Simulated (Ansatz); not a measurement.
## How far each method lies from RCCSDTQ for GeO, singlet

Geometry: a PBE0/def2-TZVP stationary point for this spin.

```xyz
2

Ge    0.0000    0.0000    0.0000
O     0.0000    0.0000    1.6226
```

Basis cc-pVDZ; Ansatz 0.2.0. Correlated methods freeze the noble-gas cores and the filled d shells of p-block atoms, which leaves 10 electrons in 26 orbitals. R marks a restricted (for open shells ROHF) determinant. Active spaces: valence = (10e, 8o) chosen from the atoms' valence shells. No spin–orbit coupling is included, and no scalar relativity.

Full CI isn't at hand for all of this; RCCSDTQ serves as the reference, and is uncertain by about the last step of the cluster series.

The UHF ⟨S²⟩ is 0.000. The T1 diagnostic (RCCSD) is 0.0368 and the largest doubles amplitude (RCCSD) is 0.082.

```tsv
level	E − E(RCCSDTQ) (mEh)	share of correlation (%)	wall time
RHF	296.24	0.00	–
RMP2	14.39	95.14	–
RCCSD	15.94	94.62	–
RCCSD(T)	2.19	99.26	0.99 s
BCCD(T)	1.94	99.35	0.63 s
RCCSDT	1.62	99.45	–
RCCSDT(Q)	-0.55	100.19	2.1 s
CASSCF (valence space)	162.07	45.29	–
NEVPT2 (valence space)	37.41	87.37	2.4 s
MRCISD (valence space)	11.24	96.21	–
MRCISD+Q (valence space)	2.81	99.05	3.5 s
MRCISD+Q(relaxed) (valence space)	-0.33	100.11	4 s
```

The correlation energy at RCCSDTQ, counted from RHF, is -8.061 eV. That run took 44 s on 1 thread of Intel Xeon Platinum 8375C, shared host.

Times hold each run's SCF and search for its determinant on a shared host, so for small cases they say little of a method's own cost; they ran on 1 thread of Intel Xeon Platinum 8375C.

Natural occupations of CASSCF (valence space) about the gap: 1.998 1.995 1.968 1.944 1.944 0.059 0.059 0.034; effectively unpaired electrons, Σ n²(2−n)², 0.06.

Atomization energy (electronic, same basis, no zero-point term; atoms at the same level, unrestricted beside the R rows where the molecule is a closed shell, but restricted open-shell past Ca, as are all atoms' steps beyond CCSDT(Q)) at RCCSDTQ: 580.5 kJ/mol. Errors of other levels:

| level | error (kJ/mol) |
| --- | --- |
| RHF | -309.5 |
| RMP2 | 49.6 |
| RCCSD | -36.5 |
| RCCSD(T) | -4.4 |
| BCCD(T) | -3.6 |
| RCCSDT | -4.0 |
| RCCSDT(Q) | 1.5 |
| CASSCF (valence space) | 22.9 |
| NEVPT2 (valence space) | -2.7 |
| MRCISD (valence space) | -19.5 |
| MRCISD+Q (valence space) | -12.1 |
| MRCISD+Q(relaxed) (valence space) | -4.0 |

This basis is far from its limit, so the value isn't to be set against a measured one. Truncated CI isn't size-consistent, which counts against it in atomization.
